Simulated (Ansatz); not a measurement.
Reaction (SMILES): S (H2S) → [SH] (SH) + H atom
B3LYP-D3(BJ)/def2-TZVP geometries, fixed; electronic energies without zero-point terms.

Energies in hartree at CCSD(T) with Ansatz (a program for electronic structure); the bond dissociation energy is their sum with the coefficients shown, times 627.509 kcal/mol a hartree. All functions are spherical. Cores are frozen. Open shells are unrestricted. No added dispersion term, no relativity.

| species | coefficient | part | cc-pV(D+d)Z | cc-pV(T+d)Z | cc-pV(Q+d)Z |
|---|---|---|---|---|---|
| S (H2S) | -1 | Hartree-Fock | -398.69871 | -398.71493 | -398.71899 |
| S (H2S) | -1 | correlation | -0.17324 | -0.22322 | -0.23827 |
| [SH] (SH) | +1 | Hartree-Fock | -398.09119 | -398.10608 | -398.10985 |
| [SH] (SH) | +1 | correlation | -0.13874 | -0.18293 | -0.19573 |
| H atom | +1 | Hartree-Fock | -0.49928 | -0.49981 | -0.49995 |

### Question
Predict the bond dissociation energy in cc-pV(5+d)Z (X = 5): let each Hartree-Fock step shrink by the ratio of the last two, and fit each correlation energy at X = 3 and 4 to E + A/X^3. Compare with the run.

### Answer

- S (H2S): steps -0.01622 and -0.00406, ratio 0.250, so Hartree-Fock -398.72001 (run: -398.71979); A = (-0.22322 - (-0.23827))/(1/27 - 1/64) = 0.7029, correlation -0.23827 - A/64 + A/125 = -0.24363 (run: -0.24304).
- [SH] (SH): steps -0.01489 and -0.00377, ratio 0.253, so Hartree-Fock -398.11080 (run: -398.11054); A = (-0.18293 - (-0.19573))/(1/27 - 1/64) = 0.5978, correlation -0.19573 - A/64 + A/125 = -0.20029 (run: -0.19987).
- H atom: steps -0.00053 and -0.00014, ratio 0.264, so Hartree-Fock -0.49999 (run: -0.49999).
Predicted 95.73 kcal/mol; the run in cc-pV(5+d)Z gives 95.65, a miss of 0.08. Keeping the value in cc-pV(Q+d)Z, 95.21, would miss by -0.44. All sums are of the energies as printed.
